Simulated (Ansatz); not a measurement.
# H2N2Si: the cost of one run

Program: Ansatz 0.2.0. Level of theory: DFT wB97X-V, Gaussian basis cc-pV(T+d)Z, and further levels as typed in the inputs. These are calculated values, not measurements.

### 1 The structure to begin with

Bond lengths: Si1–N2 1.683 Å, Si1–N3 1.623 Å, N2–H4 1.019 Å, N2–H5 1.042 Å. Angles: Si1–N2–H4 123.3°, Si1–N2–H5 123.6°, H4–N2–H5 113.0°, N2–Si1–N3 133.2°.

As a file:

```xyz
5

Si    0.0162   -0.0061   -0.0053
N    -0.0107    0.0087    1.6770
N     1.2174   -0.0076   -1.0968
H    -0.0025    0.8646    2.2294
H    -0.0032   -0.8538    2.2613
```

### 2 Relaxing the atoms: H2N2Si

input.yaml reads:

```yaml
relax:
  f_tol: 0.001
  max_steps: 200
crystal:
  periodic: [false, false, false]
  atoms:
    - { symbol: Si, position_ang: [0.016243, -0.006118, -0.005282] }
    - { symbol: "N", position_ang: [-0.01073, 0.008654, 1.676985] }
    - { symbol: "N", position_ang: [1.217448, -0.007612, -1.09681] }
    - { symbol: H, position_ang: [-0.002494, 0.864621, 2.229399] }
    - { symbol: H, position_ang: [-0.003224, -0.853841, 2.261338] }
basis:
  gaussian: { orbitals: "cc-pV(T+d)Z.json" }
hamiltonian:
  xc: { name: wB97X-V }
```

Started as:

```console
$ ansatz run input.yaml --threads 4 --pin off --max-ram 8192MiB --backend cpu --events-out ev --progress --plain --runs-dir out
```

**Question.** How long does this run take on 4 threads of AMD EPYC 7R43 (Zen 3), shared host, and how much memory does it need?

About 31 s, with a peak of 0.28 GiB.
